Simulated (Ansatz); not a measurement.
How the band gap of GeSe (Pnma, No. 62) moves with the method

No measured value is used here.

| level (code) | value (eV) | cell (Å³/atom) |
|---|---|---|
| LDA (Ansatz) | 0.63 (indirect) | 22.91 |
| PBE+SOC (Ansatz) | 0.66 (indirect) | 22.91 |
| PBEsol (Ansatz) | 0.63 (indirect) | 22.91 |
| PBE-D3(BJ) (Ansatz) | 0.77 | 23.53 |
| PBE-D4 (Ansatz) | 0.51 | 22.34 |
| B3LYP (VWN-RPA form) (Ansatz) | … | 22.91 |
| HSE06 (Ansatz) | … | 22.91 |
| PBE0 (Ansatz) | … | 22.91 |
| G0W0@HSE06 (Ansatz) | 1.57 (direct) | 22.91 |
| G0W0@PBEsol+SOC (Ansatz) | 1.07 | 22.91 |

**Question.** What belongs in the gaps?

**Answer.** 
- B3LYP (VWN-RPA form) (Ansatz, an electronic-structure program), value (eV): 1.70 (indirect)
- HSE06 (Ansatz), value (eV): 1.18 (indirect)
- PBE0 (Ansatz), value (eV): 1.80 (indirect)

Computed values are for a static lattice. Levels without +SOC have no spin–orbit coupling; where heavier elements are present it shifts gaps, mostly down, and can invert bands.  PBE-D3(BJ), PBE-D4: the gap is read on the k mesh or supercell of the run alone and can be too large. PBE-D3(BJ), PBE-D4: a distance lies near a switch of the dispersion term, which can move the cell. G0W0@HSE06, G0W0@PBEsol+SOC: filled d or f shells below the valence bands can shift G0W0 gaps through exchange with them, which wasn't tested here. G0W0@HSE06: GW on a hybrid start was not checked against another program. G0W0@PBEsol+SOC: spin–orbit coupling enters as the shift of the gap found with a semilocal functional. Values are at the measured cell; PBE-D3(BJ) at the level's own equilibrium cell; PBE-D4 at the level's own relaxed cell. Cutoffs and k meshes differ between the levels. Ansatz's density-functional and Hartree–Fock values are scalar-relativistic unless marked +SOC, with PAW data made under PBE.
